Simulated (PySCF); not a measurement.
How well do the runs reproduce experiment for C4H4O?

**Experimental background.**

NIST CCCBDB Release 22 (SRD 101), experimental dipoles lists, for the gas: dipole moment (microwave Stark effect) 0.66 D.

The runs below try to reproduce these values; the comparison stands at the end.

Species: C4H4O.
Numbering: `[cH:1]1[cH:2][cH:3][o:4][cH:5]1` (hydrogens: H6 on C1; H7 on C2; H8 on C3; H9 on C5)

Structure used (CAM-B3LYP/6-31G*), in Å, numbered top down from 1:
```
atom  x, y, z in Å
C1    -0.889    0.627   -0.122
C2     0.504    0.949   -0.022
C3     1.153   -0.233    0.109
O4     0.271   -1.263    0.098
C5    -0.965   -0.723   -0.043
H6    -1.715    1.314   -0.236
H7     0.954    1.931   -0.045
H8     2.191   -0.505    0.216
H9    -1.784   -1.425   -0.069
```

The PySCF runs (gas phase, on this CAM-B3LYP/6-31G* geometry; no spin–orbit coupling):

```
                         level                                          job  basis functions  wall time
CAM-B3LYP/6-31G*, grid level 1  geometry optimisation from a GFN2-xTB start               78      9.7 s
```

Hardware: Arm Neoverse V2, one thread, no GPU, shared host.

All basis functions are spherical.

**Comparison with experiment**

**Dipole moment.** Measured: 0.66 D (NIST CCCBDB Release 22 (SRD 101), experimental dipoles).

| level | computed (D) | computed − measured (D) | % (from the printed values) |
| --- | --- | --- | --- |
| CAM-B3LYP/6-31G* | 0.62 | -0.04 | -6 |

The computed dipoles belong to one fixed geometry; measured ones are averaged over vibrations unless marked μe. Magnitudes are compared, not signs.

The geometry is computed, not the measured one. Where a level misses, the cause wasn't examined.
